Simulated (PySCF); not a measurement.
# SO (triplet): changing the method

Aim: see what other levels and later steps give for SO (triplet).

Computed with PySCF 2.14.0. Level: each script names its method and basis.

## Step 1: The starting structure

SO (triplet): 2 atoms, charge 0, spin multiplicity 3.

Bond lengths: S1–O2 1.427 Å.

## Step 2: Base script

File input.py:

```python
from pyscf import gto, dft

mol = gto.M(
    atom='S 0 0 0; O 0 0 1.427',
    basis='3-21g',
    charge=0,
    spin=2,
    verbose=4,
)
mf = dft.UKS(mol, xc='m06l')
mf.kernel()
mf.dip_moment()
print('orbital energies (hartree):', [e[max(0, n-3):n+3].round(4) for e, n in zip(mf.mo_energy, mol.nelec)])
```

Command:

```bash
> OMP_NUM_THREADS=1 python input.py
```

## Step 3: Slater,

Edit 1 changes functional: m06l → slater,.

input.py, as its differences from that of step 2:

```diff
@@ -9,3 +9,3 @@
 )
-mf = dft.UKS(mol, xc='m06l')
+mf = dft.UKS(mol, xc='slater,')
 mf.kernel()
```

## Step 4: TDA

Edit 2 changes step after the SCF: none → tda; number of roots: none → 5.

input.py, as its differences from that of step 2:

```diff
@@ -1,2 +1,2 @@
-from pyscf import gto, dft
+from pyscf import gto, dft, tdscf
 
@@ -11,2 +11,6 @@
 mf.kernel()
+td = tdscf.TDA(mf)
+td.nstates = 5
+td.kernel()
+td.analyze()
 mf.dip_moment()
```

## Step 5: Bhandhlyp

Edit 3 changes functional: m06l → bhandhlyp.

input.py, as its differences from that of step 2:

```diff
@@ -9,3 +9,3 @@
 )
-mf = dft.UKS(mol, xc='m06l')
+mf = dft.UKS(mol, xc='bhandhlyp')
 mf.kernel()
```

## Step 6: ROKS

Edit 4 changes SCF type: UKS → ROKS.

File input.py:

```python
from pyscf import gto, dft

mol = gto.M(
    atom='S 0 0 0; O 0 0 1.427',
    basis='3-21g',
    charge=0,
    spin=2,
    verbose=4,
)
mf = dft.ROKS(mol, xc='m06l')
mf.kernel()
mf.dip_moment()
print('orbital energies (hartree):', mf.mo_energy[..., max(0, mol.nelec[1]-3):mol.nelec[0]+3].round(4))
```

## Step 7: NEVPT2 (ROHF)

Edit 5 changes step after the SCF: none → nevpt2; SCF type: UKS → ROHF; functional: m06l → none (Hartree–Fock); active space: none → 2 electrons in 3 orbitals.

File input.py:

```python
from pyscf import gto, scf, mcscf, mrpt

mol = gto.M(
    atom='S 0 0 0; O 0 0 1.427',
    basis='3-21g',
    charge=0,
    spin=2,
    verbose=4,
)
mf = scf.ROHF(mol)
mf.kernel()
mc = mcscf.CASSCF(mf, 3, 2)
mc.kernel()
mc.analyze()
mrpt.NEVPT(mc).kernel()
mf.dip_moment()
print('orbital energies (hartree):', mf.mo_energy[..., max(0, mol.nelec[1]-3):mol.nelec[0]+3].round(4))
```

## Step 8: Pbesol

Edit 6 changes functional: m06l → pbesol.

input.py, as its differences from that of step 2:

```diff
@@ -9,3 +9,3 @@
 )
-mf = dft.UKS(mol, xc='m06l')
+mf = dft.UKS(mol, xc='pbesol')
 mf.kernel()
```

What does the calculation give? Wanted: for each run, E(SCF); from base; gap, α spin; SCF dipole; after the SCF.

The runs gave:

| run | E(SCF) (hartree) | from base (eV) | cycles | gap, α spin (eV) | SCF dipole (D) | after the SCF |
| --- | --- | --- | --- | --- | --- | --- |
| base | -470.909169 | 0 | 9 | 6.87 | 1.13 | n/a |
| slater, (poor choice) | -467.218635 | not comparable | 9 | 5.86 | 0.98 | n/a |
| TDA | -470.909169 | 0.0000 | 9 | 6.87 | 1.13 | lowest root found 5.79 eV |
| bhandhlyp | -470.880954 | not comparable | 9 | 11.51 | 1.34 | n/a |
| ROKS | -470.907544 | +0.0442 | 9 | n/a | 1.13 | n/a |
| NEVPT2 (ROHF) | -469.913679 | not comparable | 9 | n/a | 1.56 | NEVPT2 correlation -4.881 eV (from the SCF energy, the CASSCF gain included) |
| pbesol | -469.792918 | not comparable | 9 | 6.08 | 1.12 | n/a |

What this shows: The α-spin gap between the frontier levels is 6.1 eV with pbesol (0 % exact exchange) and 11.5 eV with bhandhlyp (50 %): exact exchange opens it. Total energies of different functionals can't be compared with each other; differences within one functional can. The dearest run is “TDA”, at 12 s against 2.8 s. Rows marked «poor choice» come from settings spoiled on purpose.
